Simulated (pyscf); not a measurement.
PySCF, gas phase, ωB97X-D3(BJ)/def2-SVP geometries.

Task: For `[CH3][CH2][Zn][OH]` -> `[CH2]=[CH2]` + `[Zn]` [singlet] + `[OH2]`, a multi-bond step (singlet surface; C–H, C–Zn, O–Zn broken, H–O formed), PBE/def2-TZVP gives ΔE‡ = 58.1 kcal/mol and ΔE = +32.5 kcal/mol (zero: the reactant's lowest minimum found). In which direction and how far do r²SCAN/def2-TZVP, PBE0-D3(BJ)/def2-TZVP, ωB97M-D3(BJ)/def2-TZVP move these?

Result: r²SCAN: ΔE‡ = 62.9 kcal/mol, ΔE = +39.1 kcal/mol; PBE0-D3(BJ): ΔE‡ = 65.1 kcal/mol, ΔE = +36.0 kcal/mol; ωB97M-D3(BJ): ΔE‡ = 71.8 kcal/mol, ΔE = +31.2 kcal/mol. PBE's barrier lies under all of them, by 4.8 to 13.7 kcal/mol. Its reaction energy lies among theirs. On the product side the descent ends in a complex (not fully relaxed), 4.3 kcal/mol under the separated species and 40.5 kcal/mol under the saddle at ωB97X-D3(BJ)/def2-TZVP. At ωB97X-D3(BJ)/def2-TZVP the barrier from the zero used here is 75.8 kcal/mol. This is the saddle that the search found; another between the same sides may lie lower. A restricted solution here is unstable towards spin polarisation, so biradical character is likely and single-reference numbers are less safe. Elements up to Kr have no core potential and no relativistic terms here.
